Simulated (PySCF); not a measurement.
# What each rung costs, and what it gives

Saddle point of SiH₅F, singlet (SiH₃F ([F][SiH3]) + H₂ → SiH₄ + HF; bonds formed: Si1–H7, F2–H6; bonds broken: Si1–F2, H6–H7), PBE0-D4/def2-TZVP structure:

```xyz
7
angstrom
Si -0.4070 -0.2136 -0.0614
F 1.4127 -0.4277 0.5698
H -0.1677 -1.2832 -1.0512
H -1.5262 0.5867 -0.6526
H -0.8942 -0.5726 1.2857
H 1.1340 0.6705 0.1482
H 0.4484 1.2397 -0.2385
```

Barriers are electronic and count from the start structure reached by relaxing down the imaginary mode.

Computed with PySCF 2.14 with density fitting (its default auxiliary sets; JK sets also for MP2 and CCSD(T)) (basis: as named in each row); correlated methods freeze the cores. B3LYP uses VWN-RPA correlation. Extrapolation: Hartree–Fock as exp(−7.88 √X), correlation as X^−2.97.

Times are rough, for one single point on 4 threads of a shared host (INTEL XEON PLATINUM 8581C).

The estimate by CCSD(T) at an estimated basis limit (MP2 extrapolated from triple and quadruple zeta, plus CCSD(T) − MP2 in triple zeta) is 2.586 eV.

| method | basis | time (s) | barrier (eV) | method less estimate |
| --- | --- | --- | --- | --- |
| HF | STO-3G | under 1 | 4.379 | 1.793 |
| MP2 | def2-QZVPP | 1 | 2.585 | -0.001 |
| B3LYP-D4 | 6-31G | 2 | 2.413 | -0.173 |
| PBE0-D4 | def2-SVP | 2 | 2.173 | -0.413 |
| PBE-D4 | def2-SVP | 2 | 1.980 | -0.606 |
| CCSD(T) | def2-SVP | 2 | 2.560 | -0.026 |
| SPW92 | def2-TZVPP | 2 | 1.750 | -0.836 |
| PBE0-D4 | def2-TZVPP | 4 | 2.324 | -0.262 |
| BHLYP-D4 | def2-TZVPP | 4 | 2.728 | 0.142 |
| PBE-D4 | def2-TZVPP | 4 | 2.126 | -0.460 |
| B3LYP-D4 | def2-TZVPP | 4 | 2.505 | -0.081 |
| r2SCAN-D4 | def2-TZVPP | 7 | 2.348 | -0.238 |
| CCSD(T) | def2-TZVPP | 35 | 2.604 | 0.018 |
| wB97M-V | def2-TZVPP | 90 | 2.474 | -0.112 |

All methods are single points on the PBE0-D4 structures.

No T1 diagnostic of these runs exceeds 0.014.

Labels in which every atom is bracketed show which atoms are joined, not bond orders.
